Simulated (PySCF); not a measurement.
C3H7, SMILES [CH](C)C, multiplicity 2.

The structure is a stationary point at PBE0-D3(BJ)/def2-TZVP. The isomer is the one that the SMILES or the coordinates give; other isomers of the formula were not compared.

The numbers are results of TDA-PBE0/def2-SVPD in PySCF, not measurements.

Vertical excitations. Isolated molecule, no solvent.

Computed excitation energies, oscillator strengths and character:
| state | energy (eV) | λ (nm) | f | main pairs |
|---|---|---|---|---|
| root 1 | 4.91 | 253 | 0.000 | α HOMO→LUMO 97 % |
| root 2 | 5.75 | 216 | 0.017 | α HOMO→LUMO+2 96 % |
| root 3 | 5.81 | 213 | 0.001 | α HOMO→LUMO+1 99 % |
| root 4 | 6.56 | 189 | 0.003 | β HOMO→LUMO 92 % |
| root 5 | 6.87 | 181 | 0.005 | α HOMO→LUMO+3 87 % |
| root 6 | 6.90 | 180 | 0.000 | β HOMO−1→LUMO 93 % |
| root 7 | 7.01 | 177 | 0.036 | α HOMO→LUMO+4 92 % |
| root 8 | 7.62 | 163 | 0.006 | α HOMO→LUMO+5 97 % |
| root 9 | 7.67 | 162 | 0.021 | α HOMO→LUMO+6 95 % |
| root 10 | 7.87 | 158 | 0.011 | α HOMO→LUMO+8 96 % |
Unrestricted roots are not spin-pure.
